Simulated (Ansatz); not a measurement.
`CC(C)F` + H₂S → `CC(F)S` + CH₄  (substitution at a C–C bond)

Calculated with Ansatz (gas phase, PBE0-D4/def2-TZVP geometries, no zero-point term in ΔE). CBS: MP2 limit from def2 TZ/QZ plus the TZ coupled-cluster correction, frozen cores. This one scheme is used for every species. DFT in def2-TZVPP. B3LYP here is the variant with VWN-RPA as its local correlation; programs differ in this. One conformer a species, not always the lowest.

`CC(C)F`:

Cartesian coordinates in Å:
```
C -0.799 -0.893 -0.471
C -0.326 0.475 -0.048
C 1.100 0.502 0.443
F -1.152 0.924 0.984
H -1.848 -0.861 -0.770
H -0.210 -1.254 -1.317
H -0.693 -1.603 0.353
H -0.455 1.188 -0.870
H 1.228 -0.192 1.277
H 1.371 1.504 0.778
H 1.782 0.209 -0.359
```

H₂S:

```xyz
3

S     0.153   -0.486    0.352
H     0.820    0.265   -0.537
H    -0.974    0.222    0.185
```

`CC(F)S`:

Cartesian coordinates in Å:
```
C 0.476 -0.801 0.070
C 0.182 0.675 0.009
F 0.478 1.132 -1.263
S -1.500 1.114 0.475
H 0.313 -1.179 1.079
H -0.172 -1.345 -0.620
H 1.514 -0.981 -0.216
H 0.813 1.237 0.704
H -2.104 0.150 -0.239
```

CH₄:

```xyz
5

C     0.000    0.000    0.000
H    -0.479   -0.978   -0.028
H     0.780    0.001    0.761
H    -0.742    0.761    0.240
H     0.441    0.216   -0.973
```

CCSD(T)/CBS gives +2.7 kcal/mol.

(1) Another level gave +1.7 kcal/mol. Which?
A. revPBE-D4/def2-TZVPP
B. BHLYP-D4/def2-TZVPP
C. B3LYP-D4/def2-TZVPP
D. HF/def2-TZVPP

Largest T1 diagnostic among the species: 0.011.

## Answers

(1) C. B3LYP-D4 1.7, revPBE-D4 0.3, BHLYP-D4 2.9, HF/def2-TZVPP 4.9 kcal/mol.

Leaving LDA and LC-ωPBE aside and taking each functional with its dispersion term where it has one, the values spread over 2.6 kcal/mol, from revPBE-D4 to BHLYP-D4. LDA lies +0.8 kcal/mol from PBE without D4. From PBE to PBE0 (25 % exact exchange), in def2-TZVPP and without D4, ΔE moves by +1.2 kcal/mol.
